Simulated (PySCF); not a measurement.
Structure problem from calculated spectra and properties.

Formula: C2H5O3S; charge -1.

- NMR, other nuclei: isotropic shieldings of nuclei other than C and H, by class: 105 (3 O), 123 (1 S) ppm [GIAO CAM-B3LYP/pcSseg-2]
- 13C NMR: chemical shifts (computed TMS as zero) by class: 53.5 (1 C), 12.4 (1 C) ppm [GIAO CAM-B3LYP/pcSseg-2]
- 1H NMR: chemical shifts (computed TMS as zero) by class: 1.98 (2 H), 1.13 (3 H) ppm [GIAO CAM-B3LYP/pcSseg-2]
- Rotational structure: rotational constants A, B, C: 4.712, 2.499, 2.477 GHz [PBE0-D3(BJ)/def2-SVP]
- XPS: S2p3/2 168.2, C1s 286.4, C1s 286.9, O1s 531.6 (×3), S1s 2477.3 eV [ΔSCF SCAN, pcX-2 on the ionised atom, pcseg-1 elsewhere, spin-free X2C, 2p3/2 from a spin–orbit splitting computed afterwards within the 2p shell]

Gas-phase values; electronic properties from PySCF, density fitting. Levels stand in brackets. Geometry: PBE0-D3(BJ)/def2-SVP; no solvent, vibrations or thermal averaging. The geometry's basis has no diffuse functions, a weakness for an anion. No diffuse functions stand in pcSseg-2, which bears on an anion's orbital energies. NMR classes are plain means over equivalent atoms (diastereotopic ones count apart unless rotation or inversion swaps them), as if these changed places fast.

**Question.** Propose a structure and show how it fits.

**Answer.** Numbering: `[CH3:1][CH2:2][S:3](=[O:4])(=[O:5])[O-:6]`. 2 carbons fall into 2 classes; from least to most shielded: sp3 carbon bound to sulfur [C2] (53.5 ppm), methyl carbon [C1] (12.4 ppm). Hydrogen classes from least to most shielded: 2 H on an sp3 carbon bound to sulfur, C2 (1.98 ppm), 3 H on a methyl carbon, C1 (1.13 ppm, a mean of values up to 1.1 ppm apart in this geometry). The other shieldings belong to: 105 ppm, oxygen bonded to S [O4/O5/O6]; 123 ppm, sulfonyl sulfur [S3]. The core levels belong to: S2p3/2 168.2 eV, sulfonyl sulfur [S3]; C1s 286.4 eV, sp3 carbon bound to sulfur [C2]; C1s 286.9 eV, methyl carbon [C1]; O1s 531.6 eV, oxygen bonded to S [O4/O5/O6]; S1s 2477.3 eV, sulfonyl sulfur [S3]. One atom of each topological class was ionised and stands for its class. The optimised geometry has point group Cs and is an asymmetric top. Structure: `CCS(=O)(=O)[O-]`. The assignments are read from this structure; whether some other isomer fits the data as well wasn't checked.

The values belong to the conformer `[CH3:1][CH2:2][S:3](=[O:4])(=[O:5])[O-:6]`: C1–C2–S3–O4 60°.
